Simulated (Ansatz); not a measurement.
A short molecular-dynamics run on C4H4F2 (`C=C/C(F)=C\F`).

```yaml
crystal:
  periodic: [false, false, false]
  atoms:
    - {symbol: C, position_ang: [-0.480929, -1.678588, 0.612452]}
    - {symbol: C, position_ang: [-0.125554, -0.395895, 0.621199]}
    - {symbol: C, position_ang: [0.135993, 0.370894, -0.570713]}
    - {symbol: F, position_ang: [0.004837, -0.274561, -1.739680]}
    - {symbol: C, position_ang: [0.493759, 1.651768, -0.630216]}
    - {symbol: F, position_ang: [0.647865, 2.371562, 0.482357]}
    - {symbol: H, position_ang: [-0.595119, -2.227325, -0.314318]}
    - {symbol: H, position_ang: [-0.666122, -2.209548, 1.537187]}
    - {symbol: H, position_ang: [-0.012947, 0.147785, 1.552498]}
    - {symbol: H, position_ang: [0.681417, 2.192708, -1.547965]}
basis:
  gaussian: {orbitals: def2-SVP}
hamiltonian: {xc: {name: BLYP}, dispersion: d3bjatm}
md: {timestep: 0.5 fs, n_steps: 50, ensemble: nve, temperature: 700, initial_velocities: maxwell_boltzmann, seed: 524}
```

```sh
$ ansatz run in.yaml --threads 4 --pin off --events-out ev --progress --plain --max-ram 10444MiB
```

```csv
step,time (fs),potential energy (eV),kinetic (eV),T (K),conserved (eV)
0,0.0,-9636.0560,0.7239,700,-9635.3322
1,0.5,-9636.0266,0.6949,672,-9635.3317
2,1.0,-9635.9806,0.6498,628,-9635.3308
3,1.5,-9635.9315,0.6015,582,-9635.3299
4,2.0,-9635.8922,0.5627,544,-9635.3295
5,2.5,-9635.8694,0.5397,522,-9635.3297
6,3.0,-9635.8602,0.5299,512,-9635.3303
7,3.5,-9635.8554,0.5245,507,-9635.3310
8,4.0,-9635.8451,0.5138,497,-9635.3313
9,4.5,-9635.8234,0.4921,476,-9635.3313
10,5.0,-9635.7901,0.4591,444,-9635.3310
11,5.5,-9635.7495,0.4189,405,-9635.3305
12,6.0,-9635.7081,0.3780,366,-9635.3301
13,6.5,-9635.6725,0.3428,331,-9635.3298
14,7.0,-9635.6476,0.3180,308,-9635.3296
15,7.5,-9635.6361,0.3065,296,-9635.3296
16,8.0,-9635.6382,0.3084,298,-9635.3298
17,8.5,-9635.6513,0.3212,311,-9635.3301
18,9.0,-9635.6703,0.3398,329,-9635.3305
19,9.5,-9635.6882,0.3571,345,-9635.3310
20,10.0,-9635.6971,0.3657,354,-9635.3314
21,10.5,-9635.6912,0.3596,348,-9635.3316
22,11.0,-9635.6692,0.3379,327,-9635.3313
23,11.5,-9635.6359,0.3053,295,-9635.3306
24,12.0,-9635.6020,0.2722,263,-9635.3299
25,12.5,-9635.5793,0.2499,242,-9635.3294
26,13.0,-9635.5749,0.2454,237,-9635.3295
27,13.5,-9635.5876,0.2576,249,-9635.3300
28,14.0,-9635.6090,0.2783,269,-9635.3307
29,14.5,-9635.6279,0.2966,287,-9635.3312
30,15.0,-9635.6357,0.3043,294,-9635.3314
31,15.5,-9635.6300,0.2988,289,-9635.3312
32,16.0,-9635.6136,0.2829,274,-9635.3307
33,16.5,-9635.5931,0.2629,254,-9635.3302
34,17.0,-9635.5758,0.2460,238,-9635.3298
35,17.5,-9635.5683,0.2387,231,-9635.3296
36,18.0,-9635.5748,0.2453,237,-9635.3294
37,18.5,-9635.5970,0.2675,259,-9635.3295
38,19.0,-9635.6337,0.3039,294,-9635.3298
39,19.5,-9635.6808,0.3506,339,-9635.3302
40,20.0,-9635.7318,0.4011,388,-9635.3307
41,20.5,-9635.7787,0.4474,433,-9635.3312
42,21.0,-9635.8139,0.4823,466,-9635.3315
43,21.5,-9635.8328,0.5013,485,-9635.3315
44,22.0,-9635.8363,0.5052,489,-9635.3311
45,22.5,-9635.8314,0.5010,485,-9635.3304
46,23.0,-9635.8290,0.4992,483,-9635.3298
47,23.5,-9635.8388,0.5092,492,-9635.3296
48,24.0,-9635.8637,0.5337,516,-9635.3300
49,24.5,-9635.8982,0.5675,549,-9635.3307
50,25.0,-9635.9312,0.5998,580,-9635.3314
```

Velocities are drawn at the set temperature; a run this short doesn't reach equilibrium.

Frames (Å, forces in eV/Å):

```xyz
10
time=0.0 fs
C    -0.481   -1.679    0.612   -0.198   -0.707    0.049
C    -0.126   -0.396    0.621    0.188    0.681    0.021
C     0.136    0.371   -0.571   -0.212   -0.744    0.125
F     0.005   -0.275   -1.740   -0.099   -0.474   -0.792
C     0.494    1.652   -0.630    0.214    0.769   -0.008
F     0.648    2.372    0.482    0.112    0.505    0.691
H    -0.595   -2.227   -0.314   -0.060   -0.290   -0.490
H    -0.666   -2.210    1.537   -0.106   -0.311    0.493
H    -0.013    0.148    1.552    0.060    0.287    0.481
H     0.681    2.193   -1.548    0.102    0.283   -0.571
10
time=1.5 fs
C    -0.478   -1.682    0.628   -0.739   -1.995   -0.702
C    -0.129   -0.411    0.625    0.439    1.084   -1.346
C     0.143    0.370   -0.577   -0.150   -0.105    0.702
F     0.005   -0.262   -1.734   -0.158   -0.942   -1.375
C     0.495    1.663   -0.651   -0.081   -0.408    1.705
F     0.644    2.367    0.481    0.091    0.486    0.627
H    -0.612   -2.242   -0.316    0.051    0.059    0.140
H    -0.710   -2.215    1.549    0.044   -0.155    0.330
H    -0.014    0.087    1.540    0.221    1.161    1.662
H     0.730    2.213   -1.514    0.281    0.815   -1.743
10
time=3.0 fs
C    -0.476   -1.688    0.641   -1.225   -2.920   -0.982
C    -0.132   -0.424    0.627    0.732    1.886   -1.166
C     0.150    0.369   -0.583   -0.071    0.519    1.145
F     0.004   -0.250   -1.730   -0.219   -1.370   -1.898
C     0.496    1.674   -0.669   -0.002   -0.573    1.894
F     0.640    2.363    0.480    0.071    0.470    0.518
H    -0.628   -2.256   -0.315    0.142    0.269    0.555
H    -0.753   -2.223    1.567    0.261    0.105   -0.048
H    -0.011    0.050    1.560    0.202    1.182    1.366
H     0.784    2.248   -1.515    0.110    0.432   -1.384
10
time=4.5 fs
C    -0.477   -1.700    0.654   -1.432   -2.902   -0.885
C    -0.134   -0.434    0.627    0.980    2.617    0.241
C     0.156    0.368   -0.586   -0.010    0.972    1.392
F     0.004   -0.239   -1.729   -0.267   -1.685   -2.258
C     0.497    1.684   -0.684    0.453   -0.013    1.158
F     0.636    2.359    0.479    0.065    0.472    0.362
H    -0.641   -2.265   -0.302    0.164    0.218    0.544
H    -0.790   -2.229    1.584    0.443    0.277   -0.318
H    -0.003    0.038    1.608    0.023    0.578   -0.113
H     0.840    2.293   -1.544   -0.419   -0.534   -0.123
10
time=6.0 fs
C    -0.480   -1.717    0.664   -1.248   -1.814   -0.614
C    -0.133   -0.440    0.627    0.997    2.536    1.373
C     0.163    0.370   -0.587    0.014    1.212    1.394
F     0.003   -0.231   -1.730   -0.284   -1.837   -2.362
C     0.499    1.694   -0.696    0.819    0.316    0.716
F     0.633    2.356    0.479    0.079    0.510    0.189
H    -0.651   -2.270   -0.279    0.106   -0.068    0.128
H    -0.818   -2.230    1.595    0.508    0.261   -0.302
H     0.005    0.038    1.655   -0.132    0.080   -1.308
H     0.887    2.326   -1.576   -0.859   -1.196    0.785
10
time=7.5 fs
C    -0.485   -1.738    0.674   -0.760   -0.080   -0.409
C    -0.131   -0.440    0.629    0.786    1.713    1.674
C     0.170    0.373   -0.585   -0.015    1.231    1.144
F     0.002   -0.224   -1.733   -0.259   -1.808   -2.177
C     0.502    1.705   -0.708    0.878    0.106    0.840
F     0.629    2.353    0.479    0.114    0.594    0.049
H    -0.659   -2.275   -0.253    0.007   -0.434   -0.453
H    -0.835   -2.225    1.600    0.434    0.078   -0.004
H     0.010    0.040    1.674   -0.187   -0.095   -1.688
H     0.915    2.334   -1.593   -0.999   -1.306    1.025
10
time=9.0 fs
C    -0.491   -1.758    0.682   -0.213    1.549   -0.547
C    -0.128   -0.438    0.635    0.446    0.529    1.102
C     0.176    0.379   -0.581   -0.107    1.037    0.700
F     0.000   -0.220   -1.739   -0.191   -1.620   -1.749
C     0.507    1.715   -0.717    0.591   -0.627    1.505
F     0.626    2.351    0.480    0.166    0.722   -0.036
H    -0.666   -2.290   -0.236   -0.044   -0.594   -0.724
H    -0.842   -2.218    1.605    0.287   -0.159    0.390
H     0.011    0.041    1.658   -0.141    0.044   -1.239
H     0.923    2.315   -1.588   -0.795   -0.881    0.601
10
time=10.5 fs
C    -0.498   -1.775    0.690    0.135    2.498   -0.972
C    -0.124   -0.435    0.642    0.048   -0.773   -0.299
C     0.183    0.387   -0.576   -0.258    0.642    0.161
F    -0.002   -0.218   -1.747   -0.089   -1.322   -1.181
C     0.513    1.725   -0.724   -0.023   -1.755    2.679
F     0.623    2.350    0.480    0.231    0.878   -0.074
H    -0.674   -2.318   -0.234    0.013   -0.381   -0.395
H    -0.844   -2.215    1.618    0.198   -0.278    0.544
H     0.010    0.043    1.617   -0.001    0.494   -0.010
H     0.915    2.278   -1.572   -0.256   -0.002   -0.452
10
time=12.0 fs
C    -0.505   -1.789    0.696    0.232    2.750   -1.194
C    -0.119   -0.433    0.649   -0.299   -1.846   -1.831
C     0.188    0.395   -0.571   -0.456    0.046   -0.362
F    -0.003   -0.217   -1.757    0.030   -0.970   -0.588
C     0.519    1.731   -0.726   -0.601   -2.674    3.697
F     0.620    2.350    0.480    0.304    1.041   -0.076
H    -0.682   -2.353   -0.240    0.125    0.040    0.231
H    -0.841   -2.217    1.641    0.246   -0.193    0.261
H     0.008    0.057    1.576    0.146    0.987    1.337
H     0.901    2.241   -1.565    0.274    0.820   -1.475
10
time=13.5 fs
C    -0.512   -1.797    0.700    0.229    2.648   -0.968
C    -0.116   -0.434    0.652   -0.410   -1.976   -2.049
C     0.194    0.404   -0.566   -0.685   -0.737   -0.780
F    -0.005   -0.217   -1.767    0.149   -0.614   -0.062
C     0.524    1.733   -0.721   -0.534   -2.523    3.248
F     0.617    2.352    0.480    0.374    1.192   -0.028
H    -0.687   -2.387   -0.241    0.206    0.391    0.671
H    -0.833   -2.224    1.671    0.354    0.009   -0.261
H     0.010    0.090    1.562    0.117    0.813    1.407
H     0.891    2.220   -1.588    0.201    0.797   -1.177
10
time=15.0 fs
C    -0.518   -1.800    0.702    0.281    2.510   -0.473
C    -0.113   -0.439    0.652   -0.301   -1.115   -0.992
C     0.197    0.412   -0.563   -0.912   -1.607   -1.043
F    -0.007   -0.217   -1.777    0.252   -0.295    0.356
C     0.528    1.730   -0.711   -0.010   -1.571    1.584
F     0.615    2.354    0.480    0.429    1.311    0.071
H    -0.687   -2.413   -0.229    0.215    0.520    0.700
H    -0.817   -2.230    1.694    0.401    0.181   -0.655
H     0.013    0.139    1.575   -0.069   -0.104    0.243
H     0.886    2.215   -1.634   -0.287    0.169    0.209
10
time=16.5 fs
C    -0.523   -1.799    0.703    0.443    2.495    0.058
C    -0.110   -0.446    0.651   -0.172   -0.092   -0.042
C     0.200    0.416   -0.561   -1.096   -2.375   -1.146
F    -0.008   -0.219   -1.787    0.328   -0.042    0.662
C     0.532    1.724   -0.698    0.363   -0.702    0.105
F     0.613    2.358    0.480    0.464    1.377    0.193
H    -0.683   -2.429   -0.202    0.157    0.395    0.321
H    -0.793   -2.233    1.705    0.337    0.236   -0.700
H     0.016    0.186    1.595   -0.215   -0.977   -0.798
H     0.874    2.214   -1.677   -0.608   -0.315    1.347
10
time=18.0 fs
C    -0.528   -1.794    0.704    0.668    2.557    0.405
C    -0.108   -0.453    0.649   -0.102    0.634    0.240
C     0.200    0.416   -0.562   -1.196   -2.857   -1.119
F    -0.009   -0.220   -1.796    0.375    0.131    0.864
C     0.536    1.717   -0.685    0.406   -0.293   -0.621
F     0.612    2.364    0.481    0.477    1.373    0.310
H    -0.676   -2.436   -0.169    0.062    0.102   -0.280
H    -0.761   -2.230    1.700    0.178    0.154   -0.360
H     0.014    0.213    1.598   -0.249   -1.376   -1.157
H     0.850    2.207   -1.692   -0.618   -0.424    1.719
10
time=19.5 fs
C    -0.531   -1.784    0.706    0.830    2.399    0.343
C    -0.106   -0.459    0.647   -0.086    0.980   -0.121
C     0.198    0.412   -0.565   -1.178   -2.935   -0.993
F    -0.010   -0.221   -1.804    0.390    0.222    0.968
C     0.541    1.709   -0.672    0.151   -0.431   -0.522
F     0.611    2.371    0.481    0.469    1.286    0.399
H    -0.668   -2.441   -0.141   -0.008   -0.106   -0.717
H    -0.726   -2.225    1.689   -0.012   -0.014    0.202
H     0.006    0.212    1.577   -0.176   -1.238   -0.842
H     0.813    2.191   -1.671   -0.380   -0.164    1.282
10
time=21.0 fs
C    -0.533   -1.769    0.709    0.804    1.638   -0.068
C    -0.104   -0.463    0.645   -0.114    0.890   -1.097
C     0.194    0.402   -0.569   -1.032   -2.596   -0.791
F    -0.010   -0.222   -1.810    0.374    0.232    0.984
C     0.547    1.701   -0.661   -0.317   -1.083    0.405
F     0.611    2.379    0.482    0.442    1.111    0.449
H    -0.659   -2.447   -0.128   -0.016    0.013   -0.671
H    -0.691   -2.220    1.681   -0.148   -0.127    0.603
H    -0.005    0.184    1.540   -0.008   -0.528    0.135
H     0.768    2.173   -1.623    0.015    0.450    0.050
10
time=22.5 fs
C    -0.534   -1.752    0.712    0.591    0.251   -0.370
C    -0.102   -0.466    0.642   -0.140    0.557   -2.340
C     0.188    0.387   -0.575   -0.782   -1.938   -0.524
F    -0.010   -0.222   -1.816    0.328    0.167    0.917
C     0.552    1.690   -0.649   -0.743   -1.819    1.506
F     0.612    2.389    0.484    0.400    0.849    0.467
H    -0.651   -2.453   -0.129    0.007    0.369   -0.265
H    -0.659   -2.217    1.686   -0.199   -0.042    0.508
H    -0.016    0.146    1.506    0.202    0.508    1.430
H     0.723    2.164   -1.575    0.335    1.097   -1.327
10
time=24.0 fs
C    -0.533   -1.734    0.713    0.312   -1.309   -0.306
C    -0.101   -0.467    0.634   -0.056    0.783   -2.581
C     0.181    0.369   -0.582   -0.474   -1.107   -0.209
F    -0.009   -0.223   -1.821    0.257    0.039    0.765
C     0.555    1.677   -0.634   -0.839   -1.720    1.284
F     0.613    2.400    0.486    0.347    0.515    0.467
H    -0.643   -2.451   -0.135    0.006    0.649    0.122
H    -0.632   -2.215    1.701   -0.209    0.194    0.034
H    -0.023    0.118    1.501    0.321    0.963    1.791
H     0.685    2.178   -1.553    0.336    0.993   -1.368
10
time=25.0 fs
C    -0.532   -1.724    0.714    0.157   -2.139   -0.129
C    -0.100   -0.468    0.626    0.064    1.398   -1.772
C     0.175    0.355   -0.587   -0.259   -0.504    0.007
F    -0.008   -0.223   -1.824    0.201   -0.073    0.620
C     0.557    1.666   -0.623   -0.780   -1.077    0.334
F     0.613    2.408    0.488    0.308    0.260    0.452
H    -0.637   -2.443   -0.139   -0.021    0.681    0.241
H    -0.616   -2.211    1.712   -0.219    0.338   -0.287
H    -0.024    0.110    1.518    0.315    0.691    1.117
H     0.664    2.199   -1.555    0.235    0.423   -0.582
```

Hardware: 4 threads of an Intel Xeon 6975P-C on a shared host. Wall time 27 s, peak host memory 0.42 GiB.
